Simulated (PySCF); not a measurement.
Compound: C4H12P (charge +1).
SMILES with atom numbers: `[CH3:1][P+:2]([CH3:3])([CH3:4])[CH3:5]` (hydrogens: H6, H7, H8 on C1; H9, H10, H11 on C3; H12, H13, H14 on C4; H15, H16, H17 on C5)

Theory: core-valence-separated Tamm–Dancoff BHandHLYP/aug-pcX-1 (pcseg-1 on H, def2-SVPD on P) in PySCF, non-relativistic, gas phase, PBE0-D3(BJ)/def2-SVP geometry.

Computed carbon K-edge spectrum, Gaussian lines of 0.3 eV full width, highest printed point 100; it ends one width below the last computed root. Absolute energies from this functional tend to lie a few eV below measured edges; no shift was applied.

```
photon energy (eV)  absorption
             286.0           3
             286.1          17
             286.2          52
             286.3          87
             286.4          79
             286.5          41
             286.6          14
             286.7           5
             286.8          11
             286.9          39
             287.0          85
             287.1         100
             287.2          63
             287.3          22
             287.4           5
```

Problem. Where are the maxima, and which lines make them up?

Solution. 2 maxima:
- 286.3 eV: C1/C3/C4/C5 (sp3 carbon bound to phosphorus), 286.33 eV, f = 0.194, sum of 4, 99 % of the height at the exact maximum
- 287.1 eV: C1/C3/C4/C5 (sp3 carbon bound to phosphorus), 287.08 eV, f = 0.221, sum of 8, 100 % of the height at the exact maximum

Roots within 0.03 eV on the same or equivalent atoms count as one line; shares under 12 % aren't listed.

Vibrational structure and lifetime widths aren't in the curve. The ionisation threshold wasn't computed; near and above it a finite basis only mimics Rydberg series and continuum.
